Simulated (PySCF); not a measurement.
A structure optimised at PBE-D3(BJ)/def2-TZVP, used in a PySCF frequency run:

```
C
O 1 1.1688
S 1 1.5674 2 180.00
```

Task: Write its SMILES, formula and point group.

Result: O=C=S, COS, C∞v

Task: What are its rotational constants (standard atomic weights)?

Result: 6.0132 GHz (linear rotor, B only)
